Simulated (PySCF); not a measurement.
Compound: C5H7O (charge +1).
Structure used (PBE0-D3(BJ)/def2-SVP), in Å, numbered top down from 1:
```
atom  x, y, z in Å
C1    -2.2646    0.0227    0.5495
C2    -1.2306   -0.5138   -0.0994
C3     0.0542    0.2136   -0.3385
C4     1.1982   -0.5100    0.4562
C5     2.4511    0.1409    0.3078
O6     3.4046    0.7081    0.1599
H7    -2.2305    1.0355    0.9641
H8    -3.1985   -0.5316    0.6714
H9    -1.3025   -1.5280   -0.5099
H10   -0.0135    1.2578    0.0001
H11    0.3239    0.2106   -1.4065
H12    0.9898   -0.5368    1.5443
H13    1.3438   -1.5553    0.1192
```

The calculation used core-valence-separated Tamm–Dancoff BHandHLYP/aug-pcX-1 (pcseg-1 on H) in PySCF, non-relativistic, gas phase, PBE0-D3(BJ)/def2-SVP geometry. BHandHLYP without relativity tends to put these K edges a few eV too low, so spacings mean more than positions.

The lowest roots of each edge with f over 0.003 (five at most, numbered afresh; weaker and dark ones are left out), with transition dipoles (au) in the frame of the coordinates:

```tsv
root	edge	E (eV)	f	μx	μy	μz
1	C	282.13	0.0621	0.0308	-0.0349	0.0825
2	C	282.93	0.0507	0.0253	-0.0333	0.0746
3	C	283.67	0.0282	-0.0507	0.0238	-0.0305
4	C	283.78	0.0101	0.0299	0.0045	0.0233
5	C	284.99	0.0876	0.0344	-0.0363	0.1002
6	O	531.70	0.0485	-0.0235	0.0300	-0.0477
7	O	531.73	0.0492	-0.0197	0.0442	0.0379
8	O	537.64	0.0079	-0.0218	-0.0109	0.0024
9	O	540.77	0.0128	-0.0279	-0.0130	0.0045
```

**Question.** Molecules are fixed in this frame and the field points along z. What effective strengths 3 f cos²θ do the roots have (θ between field and μ)?

**Answer.** root 1 (C1): 0.141, root 2 (C2): 0.116, root 3 (C3): 0.019, root 4 (C2): 0.011, root 5 (C5): 0.210, root 6 (O6): 0.089, root 7 (O6): 0.056, root 8 (O6): 0.000, root 9 (O6): 0.001. Root 5 is the strongest. Averaged over all orientations cos²θ is 1/3, which gives f back.

One conformer stands for the species.
